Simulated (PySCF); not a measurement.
Bonds (- single, = double, # triple, : aromatic): C1-C2 1.516 Å, C2-N3 1.471 Å, N3-C4 1.465 Å, C4-C5 1.529 Å, C5-F6 1.364 Å, C5-C2 1.542 Å. C1 carries H7, H8, H9; C2 carries H10; N3 carries H11; C4 carries H12, H13; C5 carries H14. Stereochemistry as in C[C@@H]1NC[C@@H]1F. H13 is cis to C1 on the ring; H12 is trans to C1 on the ring.

Geometry: PBE0-D3(BJ)/def2-SVP; GIAO shifts from PySCF 2.14, gas phase, non-relativistic, averaged over equivalent atoms.

At BLYP/pcSseg-1 (142 basis functions, 21 s wall time on 1 thread of an Arm Neoverse V1, shared host):
```json
{"atoms": "C5", "δ (ppm)": "91.1"}
{"atoms": "C2", "δ (ppm)": "67.5"}
{"atoms": "C4", "δ (ppm)": "59.4"}
{"atoms": "C1", "δ (ppm)": "17.4"}
{"atoms": "N3", "δ (ppm)": "47.9"}
{"atoms": "F6", "δ (ppm)": "-223.9"}
{"atoms": "H14", "δ (ppm)": "5.12"}
{"atoms": "H10", "δ (ppm)": "3.86"}
{"atoms": "H13", "δ (ppm)": "3.79"}
{"atoms": "H12", "δ (ppm)": "3.72"}
{"atoms": "H7/H8/H9", "δ (ppm)": "1.21"}
{"atoms": "H11", "δ (ppm)": "-0.29"}
```

Chemical shifts δ = σref − σ; 13C (175.31 ppm), 1H (31.36 ppm) against TMS; NH3 for 15N (262.57 ppm); 19F (145.46 ppm) vs CFCl3, all at this level.

Q: Estimate the result of repeating the calculation with PBE0/6-311+G(2d,p).

A: 
```json
{"atoms": "C5", "δ at PBE0/6-311+G(2d,p)": "85.2", "change": "-5.9"}
{"atoms": "C2", "δ at PBE0/6-311+G(2d,p)": "62.3", "change": "-5.2"}
{"atoms": "C4", "δ at PBE0/6-311+G(2d,p)": "54.3", "change": "-5.1"}
{"atoms": "C1", "δ at PBE0/6-311+G(2d,p)": "16.2", "change": "-1.2"}
{"atoms": "N3", "δ at PBE0/6-311+G(2d,p)": "34.6", "change": "-13.3"}
{"atoms": "F6", "δ at PBE0/6-311+G(2d,p)": "-214.2", "change": "+9.7"}
{"atoms": "H14", "δ at PBE0/6-311+G(2d,p)": "5.12", "change": "+0.00"}
{"atoms": "H10", "δ at PBE0/6-311+G(2d,p)": "3.85", "change": "-0.01"}
{"atoms": "H13", "δ at PBE0/6-311+G(2d,p)": "3.81", "change": "+0.02"}
{"atoms": "H12", "δ at PBE0/6-311+G(2d,p)": "3.60", "change": "-0.12"}
{"atoms": "H7/H8/H9", "δ at PBE0/6-311+G(2d,p)": "1.24", "change": "+0.03"}
{"atoms": "H11", "δ at PBE0/6-311+G(2d,p)": "-0.17", "change": "+0.12"}
```

Chemical shifts δ = σref − σ; TMS for 13C (σref 186.44), 1H (σref 31.51); 15N (σref 261.88) against NH3; 19F (σref 174.75) vs CFCl3, all at this level.

The largest change is at N3 (amine nitrogen). Cost: 210 basis functions, 23 s wall time on 1 thread of an Arm Neoverse V2, shared host. The order of the carbon signals is the same at both levels.

Unscaled 19F shifts against computed CFCl3 carry errors that often reach 10 to 50 ppm. Experimental scales use liquid or dissolved standards, which lie at an offset from isolated NH3 (liquid NH3: subtract about 20 ppm).
